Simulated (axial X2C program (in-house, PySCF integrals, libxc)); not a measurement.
# POH⁺: bond lengths and stretches, held linear

The task here is to estimate one member of a computed series from the others.

Method: all-electron X2C, two-component (2c) or spin-free, P dyall-v3z, O dyall-av3z, H dyall-v3z; program: an in-house X2C program for linear molecules on PySCF integrals.

All values are calculated.

2 further runs of the same task are left out: 2 set aside as unsound or not needed.

Set-up of the first run:

The input, task.json:

```json
{
 "zs": [
  15,
  8,
  1
 ],
 "q": 1,
 "bas": [
  "dyall-v3z",
  "dyall-av3z",
  "dyall-v3z"
 ],
 "r0": [
  1.74,
  0.96
 ],
 "symm": 0,
 "scan": [
  "PBE0",
  "HF",
  "B3LYP"
 ],
 "levels": [
  "PBE0",
  "HF",
  "TPSSh"
 ],
 "nst": 2
}
```

Keys: zs atomic numbers; q charge; bas basis sets; r0 starting distance in Å; symm equal bonds; scan levels of the two-bond scan (MP2 follows by itself at each HF point); levels methods; nst determinants followed.

The run is started by

```sh
python solin.py task.json out
```

Masses P 30.974, O 15.995, H 1.008 u.

Among the steps run: Scan at PBE0, 2c; Scan at HF, 2c; Scan at B3LYP, 2c.

One table of the session follows, with a row left open; its other results are not shown here.

| level | r(P–O) (Å) | r(O–H) (Å) | lower stretch (cm⁻¹) | upper stretch (cm⁻¹) |
| --- | --- | --- | --- | --- |
| PBE0, 2c | 1.511 | 0.969 | 1168.7 | 3769.7 |
| HF, 2c | 1.487 | 0.951 | 1245.7 | 3984.9 |
| B3LYP, 2c | 1.519 | 0.971 | 1141.7 | 3723.7 |
| MP2, 2c | 1.517 | 0.972 | 1154.6 | 3727.5 |
| PBE0, spin-free | 1.511 | 0.969 | 1168.8 | 3769.0 |
| HF, spin-free | 1.487 | 0.951 | 1245.9 | 3984.3 |
| B3LYP, spin-free | 1.519 | 0.971 | 1141.8 | 3722.9 |
| MP2, spin-free | ? | ? | ? | ? |

Q: Estimate the row for MP2, spin-free from the others.

**Answer.** r(P–O) (Å): 1.517; r(O–H) (Å): 0.972; lower stretch (cm⁻¹): 1154.8; upper stretch (cm⁻¹): 3727.0.

Scans not shown above were run alike.

**Reading.** Over the levels the P–O bond spans 1.487 to 1.519 Å and the O–H bond 0.951 to 0.972 Å. At PBE0 spin–orbit coupling leaves both bonds unchanged to 0.001 Å. Each state is one determinant, the lowest of a limited PBE0 search; the stretches come from a fit to few points and are good to some per cent at best. MP2 freezes inner shells (threshold -2 hartree). The molecule was held linear; bending was not examined, so a bent shape may lie lower. Note: functional without a current term on a determinant with orbital currents, of the molecule or an atom.
